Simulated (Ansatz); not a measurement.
# SiH4 (triplet): geometry optimisation

Where does this start of SiH4 (triplet) end when it is relaxed?

Computed with Ansatz 0.2.0, Gaussian basis. Level: UKS PBE0/def2-TZVP.

### Step 1. The starting structure

5 atoms, charge 0, spin multiplicity 3.

Atoms are counted from 1 here; the program's logs count them from 0.

Bond lengths: Si1–H2 1.490 Å, Si1–H3 1.490 Å, Si1–H4 1.490 Å, Si1–H5 1.490 Å. Angles: H2–Si1–H3 90.0°, H2–Si1–H4 90.0°, H2–Si1–H5 180.0°, H3–Si1–H4 180.0°, H3–Si1–H5 90.0°, H4–Si1–H5 90.0°.

The start was built by rule and, where that kept it together, relaxed with GFN2-xTB. Sticks and bond lists go by distance. 

### Step 2. The run

Contents of in.yaml:

```yaml
crystal:
  periodic: [false, false, false]
  atoms:
    - {symbol: Si, position_ang: [0.000000, 0.000000, 0.000000]}
    - {symbol: H, position_ang: [-0.011231, 1.057410, 1.050072]}
    - {symbol: H, position_ang: [-0.016076, -1.050127, 1.057294]}
    - {symbol: H, position_ang: [0.016076, 1.050127, -1.057294]}
    - {symbol: H, position_ang: [0.011231, -1.057410, -1.050072]}
basis:
  gaussian: {orbitals: def2-TZVP}
magnetization: {spin_polarized: true, initial_magnetization: 2}
hamiltonian: {xc: pbe0}
relax: {f_tol: 0.004, max_steps: 80}
```

On the command line:

```console
$ ansatz run in.yaml --threads 1 --pin off --events-out ev --progress --plain --max-ram 1740MiB
```

Q: Predict the outcome of this session. Wanted: energy gained; shift from the start; total energy; dipole moment; ⟨S²⟩.

The runs gave:

```
                  quantity          value
                     steps              3
             energy gained       0.050 eV
shift from the start (rms)        0.035 Å
              total energy  -7934.5548 eV
             dipole moment         0.00 D
                      ⟨S²⟩          2.006
```

What this shows: The bonds of the start are those of the end. Si1–H2 went from 1.490 to 1.529 Å. No vibrations were run, so this is a stationary point, not a proven minimum, and this spin need not be the ground state's.
